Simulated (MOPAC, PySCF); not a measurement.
## Band gap of rock-salt LiF: levels of theory against measurement

Reference value: 15.35 eV (measured, zero-point renormalisation of 1.15 eV added back here (the table's ZPR column); inputs from Chen et al. (2018), doi:10.1103/physrevmaterials.2.073803).

```
level (code)                               value (eV)
---------------------------------------  ------------
AM1 semi-empirical Hartree-Fock (MOPAC)         17.40
PBE (PySCF)                                         ?
PBE0 (PySCF)                             12.14 ± 0.02
Hartree–Fock (PySCF)                                ?
evGW@PBE (PySCF)                          15.27 ± 0.1
G0W0@Hartree–Fock (PySCF)                16.81 ± 0.09
G0W0@PBE (PySCF)                          13.46 ± 0.1
G0W0@PBE0 (PySCF)                                   ?
QSGW@PBE (PySCF)                          15.87 ± 0.2
```

Question: What belongs in the gaps?

Answer: 
- PBE (PySCF), value (eV): 9.07 ± 0.02
- Hartree–Fock (PySCF), value (eV): 21.93 ± 0.07
- G0W0@PBE0 (PySCF), value (eV): 14.57 ± 0.1

Errors against the reference: AM1 semi-empirical Hartree-Fock (MOPAC) +2.05 eV, PBE -6.28 eV, PBE0 -3.21 eV, Hartree–Fock +6.58 eV, evGW@PBE -0.08 eV, G0W0@Hartree–Fock +1.46 eV, G0W0@PBE -1.89 eV, G0W0@PBE0 -0.78 eV, QSGW@PBE +0.52 eV.

Leaving aside AM1 semi-empirical Hartree-Fock (MOPAC) (doubt noted below): Closest of the ranked levels: evGW@PBE (-0.08 eV). Among them Hartree–Fock (+6.58 eV) misses by most. Within 1 eV: evGW@PBE, G0W0@PBE0, QSGW@PBE.

Semilocal Kohn–Sham gaps run low as a rule, and all computed gaps are for a static lattice, while measured ones hold electron–phonon shifts unless said otherwise.  A ± on a computed value is a rough bar: the spread of its extrapolation, a floor set from checks against published values, or a statistical error. AM1 semi-empirical Hartree-Fock (MOPAC): the gap is read on the k mesh or supercell of the run alone and can be too large. AM1 semi-empirical Hartree-Fock (MOPAC): the method was fitted mainly to molecules. AM1 semi-empirical Hartree-Fock (MOPAC): gaps of these semi-empirical methods are Hartree–Fock-like level differences, and their formation enthalpies are fitted 298 K values. Values are at the measured cell.

Differences are worked out from the printed values.
